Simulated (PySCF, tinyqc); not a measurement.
CIS on RHF in the sto-3g basis, frozen core, for BH, spin multiplicity 1, step by step. The lowest restricted solution is unstable here: a spin-polarised one lies 0.0049 hartree lower (PySCF). One step of it, computed by the program tinyqc.

Problem. CIS matrix, triplets. A(ia,jb) = (e_a - e_i) d_ij d_ab - (ij|ab).

orbital energies (hartree): MO1 -7.374533, MO2 -0.477245, MO3 -0.240462, MO4 0.252826, MO5 0.252826, MO6 0.409668

Two-electron integrals over orbitals (pq|rs), unique and non-zero (hartree); the lowest 1 orbital is frozen and left out:
```
(22|22) 0.477605    (32|22) 0.014979    (32|32) 0.118051    (33|22) 0.436301
(33|32) -0.014625   (33|33) 0.477453    (42|42) 0.083328    (43|42) -0.041906
(43|43) 0.038805    (44|22) 0.473575    (44|32) -0.076273   (44|33) 0.437978
(44|44) 0.586773    (52|52) 0.083328    (53|52) -0.041906   (53|53) 0.038805
(54|54) 0.031630    (55|22) 0.473575    (55|32) -0.076273   (55|33) 0.437978
(55|44) 0.523513    (55|55) 0.586773    (62|22) 0.051786    (62|32) -0.025127
(62|33) -0.019048   (62|44) 0.083228    (62|55) 0.083228    (62|62) 0.096089
(63|22) 0.013119    (63|32) -0.108811   (63|33) 0.021406    (63|44) 0.090234
(63|55) 0.090234    (63|62) 0.059722    (63|63) 0.134913    (64|42) 0.028812
(64|43) 0.001503    (64|64) 0.026606    (65|52) 0.028812    (65|53) 0.001503
(65|65) 0.026606    (66|22) 0.485809    (66|32) 0.056793    (66|33) 0.464473
(66|44) 0.443837    (66|55) 0.443837    (66|62) 0.019127    (66|63) -0.029994
(66|66) 0.542654
```

Give: CIS matrix A, triplet.

Solution.

CIS matrix A, triplet (hartree), lower triangle:
```
        2>4     2>5      2>6     3>4     3>5     3>6
2>4  0.2565
2>5  0.0000  0.2565
2>6  0.0000  0.0000   0.4011
3>4  0.0763  0.0000   0.0000  0.0553
3>5  0.0000  0.0763   0.0000  0.0000  0.0553
3>6  0.0000  0.0000  -0.0568  0.0000  0.0000  0.1857
```
